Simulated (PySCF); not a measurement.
ClF at PBE0

Computed with PBE0; PySCF, no relativity, basis sets Cl def2-TZVP, F def2-TZVP.

* state: ¹Σ⁺ (singlet), closed shell
* bond length: 162.0 pm
* harmonic wavenumber: 826 cm⁻¹
* force constant: 4.95 mdyn/Å
* rotational constant Be: 0.5220 cm⁻¹
* anharmonicity ωexe: 3.80 cm⁻¹
* vibration–rotation constant αe: 0.00375 cm⁻¹
* well depth De to Cl + F: 2.62 eV
* dissociation energy D0: 2.57 eV
* HOMO–LUMO gap: 6.45 eV
* bond order (Mayer): 0.98
* dipole moment (positive dipole means Cl(−)F(+)): -0.90 D
